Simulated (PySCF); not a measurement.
# PH3F+ (SMILES F[PH3+]): a chain of runs

Wanted: a saddle-point search (OLYP-D3(0)/6-31++G**), then a single-point energy, then the energy (SPW92/pc-2), then the energy of PH3F+. 

The results are computed with PySCF 2.14.0.

2 further runs of the same task are left out: 2 for a faulty analytic Hessian.

**1. The molecule**

The species is PH3F+ (5 atoms), meant as a singlet with charge +1. As SMILES, `F[PH3+]`. The run starts from this shape.

Bond lengths: F1–P2 1.558 Å, P2–H4 1.383 Å, P2–H5 1.383 Å. Angles: F1–P2–H4 102.8°, F1–P2–H5 102.8°, H4–P2–H5 115.3°.

**2. A saddle-point search at OLYP-D3(0)/6-31++G(d,p) (spherical functions) (run 1)**

run.py

```python
from pyscf import gto, dft
from pyscf.geomopt.geometric_solver import kernel as optimise

mol = gto.M(
    atom='''
F     -1.365490     0.250400     0.341100
P      0.122590    -0.022380    -0.030680
H     -1.029824    -0.269234    -1.198151
H      0.486130    -1.008290     0.868130
H      0.718590     1.208890     0.170830
''',
    verbose=3,
    spin=0,
    max_memory=1860,
    charge=1,
    basis='6-31++g**',
)

ks = dft.RKS(mol, xc='olyp')
ks.disp = 'd3zero'
converged, mol_eq = optimise(ks, maxsteps=60, transition=True, hessian=True)
print('converged:', converged)
print(mol_eq.tostring())

ks.reset(mol_eq)
mol = mol_eq
ks.kernel()
e_tot = ks.e_tot
print('E(%s) = %.9f' % ('OLYP', e_tot))
```

The run is started by

```console
$ OMP_NUM_THREADS=1 python run.py
```

The log of the run:

```text
converged SCF energy = -442.570670159415

WARN: DFTD3 does not support analytical Hessian, using finite difference

WARN: Mole.unit (angstrom) is changed to Bohr

[... 50 lines left out ...]
converged SCF energy = -442.570670159534
[... 25 lines left out ...]
Ground State Electronic Energy    : E0                        =  -442.57067016 au (   -277717.2885 kcal/mol)
[... 82 lines left out ...]
converged SCF energy = -442.572021932157
[... 109 lines left out ...]
converged SCF energy = -442.564604552675
[... 110 lines left out ...]
converged SCF energy = -442.559198663391
[... 109 lines left out ...]
converged SCF energy = -442.559907872905
[... 79 lines left out ...]
Converged! =D
[... 1 line left out ...]
converged: True
F          -1.46579874        0.23744443        0.11625813
P           0.28440633       -0.05478483       -0.16715672
H          -1.05858460       -0.16410109       -0.99352336
H           0.57683843       -0.93303127        0.90595640
H           0.82105753        1.19304438        0.23727001
converged SCF energy = -442.559908858883
E(OLYP) = -442.559908859
```

It took 2 min on 1 thread of Arm Neoverse V1, shared host; peak memory 0.78 GiB.

The path in brief:

```
step  energy from the first frame kept (eV)  largest force (eV/Å)
   0                                 0.0000                4.7282
   1                                -0.0172                4.2423
   2                                -0.0310                3.6507
   3                                -0.0317                3.6012
   4                                -0.0368                3.6331
   5                                -0.0357                3.6309
   6                                -0.0257                3.6433
   7                                 0.0046                3.6400
   8                                 0.0705                3.5313
   9                                 0.1651                3.2022
  10                                 0.2424                2.6988
  11                                 0.2916                2.0528
  12                                 0.3119                1.3632
  13                                 0.3096                0.6823
  14                                 0.3122                0.9953
  15                                 0.3101                0.7887
  16                                 0.3051                0.5098
  17                                 0.2967                0.2260
  18                                 0.2930                0.0511
  19                                 0.2929                0.0316
  20                                 0.2928                0.0156
  21                                 0.2928                0.0129
  22                                 0.2928                0.0101
```

After the run. Bond lengths: F1–P2 1.797 Å, P2–H3 1.581 Å, P2–H4 1.417 Å, P2–H5 1.417 Å. Angles: F1–P2–H3 42.8°, F1–P2–H4 100.5°, F1–P2–H5 100.4°, H3–P2–H4 121.9°, H3–P2–H5 122.1°, H4–P2–H5 104.6°.

**3. A single-point energy at OLYP-D3(0)/6-31++G(d,p) (spherical functions) (run 4)**

run.py

```python
from pyscf import gto, dft

molecule = gto.Mole()
molecule.atom = '''
F     -1.365490     0.250400     0.341100
P      0.122590    -0.022380    -0.030680
H      0.038180    -0.428620    -1.349370
H      0.486130    -1.008290     0.868130
H      0.718590     1.208890     0.170830
'''
molecule.basis = '6-31++g**'
molecule.max_memory = 1860
molecule.charge = 1
molecule.verbose = 3
molecule.spin = 0
molecule.build()

mf = dft.RKS(molecule)
mf.xc = 'olyp'
mf.disp = 'd3zero'
mf.kernel()

e_final = mf.e_tot
print('E = %.10f Eh' % e_final)
```

The run is started by

```console
$ OMP_NUM_THREADS=1 python run.py
```

The log of the run:

```text
converged SCF energy = -442.658457833661
E = -442.6584578337 Eh
```

Wall time 2.6 s (1 thread of Arm Neoverse V1, shared host); peak memory 0.27 GiB.

**4. The energy at SPW92/pc-2 (IEF-PCM toluene) (run 5)**

input.xyz

```xyz
5
FH3P
F     -1.465799     0.237444     0.116258
P      0.284406    -0.054785    -0.167157
H     -1.058585    -0.164101    -0.993523
H      0.576838    -0.933031     0.905956
H      0.821058     1.193044     0.237270
```

run.py

```python
from pyscf import gto, dft, solvent

molecule = gto.M(
    atom='input.xyz',
    charge=1,
    basis='pc-2',
    max_memory=1860,
    verbose=4,
)

mf = dft.RKS(molecule)
mf.xc = 'spw92'
mf = mf.PCM()
mf.with_solvent.method = 'IEF-PCM'
mf.with_solvent.eps = 2.3741  # toluene
mf.kernel()

e_tot = mf.e_tot
print('E = %.10f Eh' % e_tot)
```

The run is started by

```console
$ OMP_NUM_THREADS=1 python run.py
```

The log of the run:

```text
PySCF version 2.14.0

[... 52 lines left out ...]
WARN: PCM is an experimental feature. It is still in testing.
[... 13 lines left out ...]
Solvent Energy = -0.0727217604389213
[... 7 lines left out ...]
Solvent Energy = -0.0697596312016586
[... 7 lines left out ...]
Solvent Energy = -0.0685338162928762
[... 7 lines left out ...]
Solvent Energy = -0.0685023822232351
[... 7 lines left out ...]
Solvent Energy = -0.0685060486942413
[... 5 lines left out ...]
converged SCF energy = -440.80510913122
E = -440.8051091312 Eh
```

Wall time 12 s (1 thread of Arm Neoverse V1, shared host); peak memory 0.4 GiB.

**5. A single-point energy at SPW92/pc-2 (IEF-PCM toluene) (run 6)**

geometry.xyz

```xyz
5

F     -1.365490     0.250400     0.341100
P      0.122590    -0.022380    -0.030680
H      0.038180    -0.428620    -1.349370
H      0.486130    -1.008290     0.868130
H      0.718590     1.208890     0.170830
```

input.py

```python
from pyscf import gto, dft, solvent

mol = gto.M(
    atom='geometry.xyz',
    spin=0,
    charge=1,
    max_memory=1860,
    symmetry=True,
    basis='pc-2',
    verbose=4,
)

ks = dft.RKS(mol)
ks.xc = 'spw92'
ks = ks.PCM()
ks.with_solvent.method = 'IEF-PCM'
ks.with_solvent.eps = 2.3741
ks.kernel()

e_tot = ks.e_tot
print('Final energy', e_tot)
```

The run is started by

```console
$ OMP_NUM_THREADS=1 python input.py
```

The log of the run:

```text
PySCF version 2.14.0

[... 68 lines left out ...]
Solvent Energy = -0.000178485142142757
[... 7 lines left out ...]
Solvent Energy = -0.0655610789148514
[... 7 lines left out ...]
Solvent Energy = -0.0709699189589934
[... 7 lines left out ...]
Solvent Energy = -0.0709562762907682
[... 7 lines left out ...]
Solvent Energy = -0.0709599683903293
[... 5 lines left out ...]
converged SCF energy = -440.904420922887
Final energy -440.9044209228871
```

It took 11 s on 1 thread of Arm Neoverse V1, shared host; peak memory 0.4 GiB.

**6. Outcome**

| quantity | value |
| --- | --- |
| run 1, OLYP-D3(0)/6-31++G**: total energy at the end | -442.55991 Eh |
| run 1, OLYP-D3(0)/6-31++G**: HOMO energy | -14.80 eV |
| run 1, OLYP-D3(0)/6-31++G**: LUMO energy | -10.94 eV |
| run 1, OLYP-D3(0)/6-31++G**: HOMO–LUMO gap | 3.86 eV |
| run 1, OLYP-D3(0)/6-31++G**: dispersion energy | -8.02 kJ/mol |
| run 4, OLYP-D3(0)/6-31++G**: total energy | -442.65846 Eh |
| run 4, OLYP-D3(0)/6-31++G**: HOMO energy | -16.64 eV |
| run 4, OLYP-D3(0)/6-31++G**: LUMO energy | -9.23 eV |
| run 4, OLYP-D3(0)/6-31++G**: HOMO–LUMO gap | 7.41 eV |
| run 4, OLYP-D3(0)/6-31++G**: dispersion energy | -12.40 kJ/mol |
| run 5, SPW92/pc-2: total energy | -440.80511 Eh |
| run 5, SPW92/pc-2: HOMO energy | -11.42 eV |
| run 5, SPW92/pc-2: LUMO energy | -7.67 eV |
| run 5, SPW92/pc-2: HOMO–LUMO gap | 3.74 eV |
| run 5, SPW92/pc-2: solvent term in the energy | -179.9 kJ/mol |
| run 6, SPW92/pc-2: total energy | -440.90442 Eh |
| run 6, SPW92/pc-2: HOMO energy | -13.36 eV |
| run 6, SPW92/pc-2: LUMO energy | -5.93 eV |
| run 6, SPW92/pc-2: HOMO–LUMO gap | 7.43 eV |
| run 6, SPW92/pc-2: solvent term in the energy | -186.3 kJ/mol |

In words: Mulliken charges (run 1, OLYP-D3(0)/6-31++G**) run from -0.13 on F1 to +0.50 on P2; in a basis this large or diffuse they mean little. Mulliken charges (run 4, OLYP-D3(0)/6-31++G**) run from -0.18 on F1 to +0.70 on P2; in a basis this large or diffuse they mean little. Mulliken charges (run 5, SPW92/pc-2) run from -0.17 on F1 to +0.55 on P2; they depend strongly on the basis.
